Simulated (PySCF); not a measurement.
**NaC⁻ (triplet): changing the method**

What do other methods print for NaC⁻ (triplet)?

Computed with PySCF 2.14.0. Level: each script names its method and basis.

2 further runs of the same task are left out: 2 that didn't finish.

## (1) Starting geometry

NaC⁻ (triplet): 2 atoms, charge -1, spin multiplicity 3.

Bond lengths: Na1–C2 2.504 Å.

## (2) The base run

File input.py:

```python
from pyscf import gto, scf, mcscf, mrpt

mol = gto.M(
    atom='Na 0 0 0; C 0 0 2.504',
    basis='def2-svpd',
    charge=-1,
    spin=2,
    verbose=4,
)
mf = scf.ROHF(mol)
mf.kernel()
mc = mcscf.CASSCF(mf, 6, 6)
mc.kernel()
mc.analyze()
mrpt.NEVPT(mc).kernel()
mf.dip_moment()
print('orbital energies (hartree):', mf.mo_energy[..., max(0, mol.nelec[1]-3):mol.nelec[0]+3].round(4))
```

The run is started by

```console
> OMP_NUM_THREADS=1 python input.py
```

## (3) MP2 (UHF)

Run 1 changes step after the SCF: nevpt2 → mp2; SCF type: ROHF → UHF.

File input.py:

```python
from pyscf import gto, scf, mp

mol = gto.M(
    atom='Na 0 0 0; C 0 0 2.504',
    basis='def2-svpd',
    charge=-1,
    spin=2,
    verbose=4,
)
mf = scf.UHF(mol)
mf.kernel()
mp.MP2(mf).kernel()
mf.dip_moment()
print('orbital energies (hartree):', [e[max(0, n-3):n+3].round(4) for e, n in zip(mf.mo_energy, mol.nelec)])
```

## (4) UHF

Run 2 changes SCF type: ROHF → UHF.

File input.py:

```python
from pyscf import gto, scf, mcscf, mrpt

mol = gto.M(
    atom='Na 0 0 0; C 0 0 2.504',
    basis='def2-svpd',
    charge=-1,
    spin=2,
    verbose=4,
)
mf = scf.UHF(mol)
mf.kernel()
mc = mcscf.CASSCF(mf, 6, 6)
mc.kernel()
mc.analyze()
mrpt.NEVPT(mc).kernel()
mf.dip_moment()
print('orbital energies (hartree):', [e[max(0, n-3):n+3].round(4) for e, n in zip(mf.mo_energy, mol.nelec)])
```

## (5) RHF

Run 3 changes SCF type: ROHF → RHF.

Changes to input.py since step 2:

```diff
@@ -9,3 +9,3 @@
 )
-mf = scf.ROHF(mol)
+mf = scf.RHF(mol)
 mf.kernel()
```

## (6) MP2 (UHF)

Run 4 changes step after the SCF: nevpt2 → mp2; SCF type: ROHF → UHF; frozen orbitals: none → 2.

File input.py:

```python
from pyscf import gto, scf, mp

mol = gto.M(
    atom='Na 0 0 0; C 0 0 2.504',
    basis='def2-svpd',
    charge=-1,
    spin=2,
    verbose=4,
)
mf = scf.UHF(mol)
mf.kernel()
mp.MP2(mf, frozen=2).kernel()
mf.dip_moment()
print('orbital energies (hartree):', [e[max(0, n-3):n+3].round(4) for e, n in zip(mf.mo_energy, mol.nelec)])
```

## (7) Gradient

Run 5 changes step after the SCF: nevpt2 → gradient.

Changes to input.py since step 2:

```diff
@@ -1,2 +1,2 @@
-from pyscf import gto, scf, mcscf, mrpt
+from pyscf import gto, scf
 
@@ -11,6 +11,3 @@
 mf.kernel()
-mc = mcscf.CASSCF(mf, 6, 6)
-mc.kernel()
-mc.analyze()
-mrpt.NEVPT(mc).kernel()
+mf.nuc_grad_method().kernel()
 mf.dip_moment()
```

## (8) TDA (UHF)

Run 6 changes step after the SCF: nevpt2 → tda; SCF type: ROHF → UHF; number of roots: none → 8.

File input.py:

```python
from pyscf import gto, scf, tdscf

mol = gto.M(
    atom='Na 0 0 0; C 0 0 2.504',
    basis='def2-svpd',
    charge=-1,
    spin=2,
    verbose=4,
)
mf = scf.UHF(mol)
mf.kernel()
td = tdscf.TDA(mf)
td.nstates = 8
td.kernel()
td.analyze()
mf.dip_moment()
print('orbital energies (hartree):', [e[max(0, n-3):n+3].round(4) for e, n in zip(mf.mo_energy, mol.nelec)])
```

Before running it: what results should come out? Wanted: for each run, E(SCF); from base; gap, α spin; after the SCF.

As calculated:

| run | E(SCF) (hartree) | from base (eV) | cycles | gap, α spin (eV) | after the SCF |
| --- | --- | --- | --- | --- | --- |
| base | -199.427713 | 0 | 12 | n/a | NEVPT2 correlation -2.581 eV (from the SCF energy, the CASSCF gain included) |
| MP2 (UHF) | -199.504403 | -2.0868 | 17 | 8.22 | MP2 correlation -2.165 eV |
| UHF | -199.504403 | -2.0868 | 17 | 8.22 | NEVPT2 correlation -0.785 eV (from the SCF energy, the CASSCF gain included) |
| RHF | -199.427713 | 0.0000 | 12 | n/a | NEVPT2 correlation -2.581 eV (from the SCF energy, the CASSCF gain included) |
| MP2 (UHF) | -199.504403 | -2.0868 | 17 | 8.22 | MP2 correlation -2.114 eV, core frozen |
| gradient | -199.427713 | 0.0000 | 12 | n/a | n/a |
| TDA (UHF) | -199.504403 | -2.0868 | 17 | 8.22 | lowest root found 1.37 eV |

**Reading.** The SCF energy stays the same, to the digits that matter, with RHF.
